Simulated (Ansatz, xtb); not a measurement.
System: C2H5O2, charge 1, multiplicity 1. It need not be the lowest isomer of its formula. 
Coordinates optimised at B3LYP-D3(BJ)/def2-TZVP (Ansatz, an electronic-structure program):
SMILES: C[OH+]C=O
```xyz
9

C     -1.0742    -0.2116    -0.0219
O     -0.8043    -1.2585    -0.4200
O      0.0688     0.7929     0.1907
H     -1.9994     0.3055     0.2378
C      1.5096     0.3752     0.1178
H      2.0453     1.2484    -0.2389
H      1.8124     0.0563     1.1099
H      1.5336    -0.4356    -0.6012
H     -0.1209     1.5684     0.7508
```
Charge +1, spin multiplicity 1.

Harmonic wavenumbers from GFN2-xTB (xtb, at its own minimum), cm⁻¹: 89, 236, 249, 476, 637, 669, 902, 922, 1034, 1087, 1186, 1220, 1375, 1401, 1414, 1932, 2952, 3032, 3044, 3051, 3225.

### Question
Give the harmonic wavenumbers at B3LYP-D3(BJ)/def2-TZVP (Ansatz, finite differences of forces, unscaled).

### Answer
64, 201, 240, 355, 546, 687, 813, 959, 1142, 1162, 1311, 1373, 1460, 1479, 1485, 1990, 3095, 3149, 3210, 3218, 3665 cm⁻¹. Zero-point energy 45.2 kcal/mol.

### Question
From these and the geometry, give the ideal-gas thermochemistry at 298.15 K and 1 atm (rigid rotor, harmonic oscillator).

### Answer
Point group C1, rotational symmetry number 1. Rotational constants 18.67, 5.753, 4.54 GHz. S(trans) 38.25, S(rot) 24.00, S(vib) 10.78, S(elec, spin only) 0.00, S 73.0 cal/(mol K). H(298) - H(0) 4.08 kcal/mol; G - E(el) 27.5 kcal/mol.
